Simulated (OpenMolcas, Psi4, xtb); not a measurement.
## CH6BN (SMILES CBN): methods side by side

CH6BN has 9 atoms, charge 0, and is taken as a singlet. SMILES: `CBN`. The coordinates come from a PBE0-D4/def2-TZVP relaxation.

```tsv
atom	x (Å)	y (Å)	z (Å)
C	-0.6653	0.7577	-0.5903
B	0.4594	-0.2829	-0.2562
N	0.5928	-0.8428	1.0107
H	-1.2919	0.3908	-1.4106
H	-0.2246	1.6922	-0.9543
H	-1.3199	0.9989	0.2523
H	1.2488	-0.6328	-1.0928
H	1.3062	-1.5110	1.2449
H	-0.0168	-0.6164	1.7792
```

Quantity: the HOMO–LUMO gap, in eV. The values are calculated.

| level | kind | program | value (eV) |
| --- | --- | --- | --- |
| GFN1-xTB | semi-empirical | xtb | 6.38 |
| HF/cc-pVDZ | Hartree–Fock | Psi4 | 16.41 |
| SVWN5/cc-pVDZ | LDA | OpenMolcas | 6.77 |
| BLYP/cc-pVDZ | GGA | OpenMolcas | 6.83 |
| r2SCAN/cc-pVDZ | meta-GGA | OpenMolcas | 7.52 |
| PBE0/cc-pVDZ | global hybrid | Psi4 | 9.27 |
| CAM-B3LYP/cc-pVDZ | range-separated hybrid | Psi4 | 11.88 |
| B2PLYP/cc-pVDZ | double hybrid | OpenMolcas | 11.94 |

The values span 6.38 to 16.41 eV. Orbital gaps aren't excitation energies, and those of double hybrids come from the SCF part alone; they tend to grow with the share of exact exchange.
